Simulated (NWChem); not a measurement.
A series in which one site is exchanged, each optimised at PBE0/def2-SVP with NWChem, gas phase unless a solvent is named. 

A: C[O][GeH3] (CH6GeO; site = Ge)
B: COC (C2H6O; site = C)
C: [TiH3][O]C (CH$_{6}$OTi; site = Ti)

Task: Rank them by static polarisability, PBE/def2-SVPD (bohr³), lowest first.

Result: B (34.9), A (51.9), C (66.7)
